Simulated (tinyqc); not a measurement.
Worked calculation: coupled-perturbed Hartree-Fock on RHF in the sto-3g basis, for H2O, spin multiplicity 1. One step of it, computed by the program tinyqc.

Question. Response to a field: uncoupled start. Field along y; U_ai = -mu_ai / (e_a - e_i), alpha = -4 sum U_ai mu_ai.

orbital energies (hartree): MO1 -20.280291, MO2 -1.204525, MO3 -0.512503, MO4 -0.453809, MO5 -0.394178, MO6 0.461388, MO7 0.522398

dipole integrals <a|y|i> (bohr):
```
          i1         i2         i3         i4        i5
a6  0.000000   0.000000  -0.819465   0.000000  0.000000
a7  0.052519  -0.043645   0.000000  -0.812234  0.000000
```

Give: uncoupled U; uncoupled polarisability.

Answer.

uncoupled U:
```
         i1      i2      i3      i4      i5
a6   0.0000  0.0000  0.8414  0.0000  0.0000
a7  -0.0025  0.0253  0.0000  0.8320  0.0000
```

uncoupled polarisability = 5.4663 bohr^3
